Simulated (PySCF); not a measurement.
Problem. Write Cartesian coordinates for `C1SCC1F` as optimised with PBE0-D3(BJ)/def2-SVP.

Solution. 
```xyz
10
C3H5FS angstrom
F      0.168    1.114   -1.396
C     -0.093    0.657   -0.135
C      1.114    0.131    0.630
S      0.030   -1.112    1.443
C     -0.909   -0.627   -0.062
H     -0.589    1.461    0.433
H      1.635    0.826    1.303
H      1.834   -0.355   -0.047
H     -0.676   -1.296   -0.905
H     -1.997   -0.535    0.062
```

Orientation and origin are arbitrary. Atoms count from 1 in this order. S4 (sulfide sulfur) is bent (angle 76.2°). The 4-membered ring C2–C3–S4–C5 has internal angles of 76.2° to 96.3°; it is puckered, 0.16 Å rms from its mean plane, widest ring torsion 24°.

Bonds between heavy atoms (Å): F1–C2 1.367, C2–C3 1.523, C3–S4 1.839, S4–C5 1.839, C2–C5 1.523.

Theory: PySCF 2.14.0, PBE0-D3(BJ)/def2-SVP geometry optimisation, gas phase.

Point group: Cs (every atom within 0.08 Å of its image). No frequency check. The numbers are those of one conformer (F1–C2–C3–S4 -146°, C2–C3–S4–C5 20°, C3–S4–C5–C2 -20°, F1–C2–C5–S4 146°).
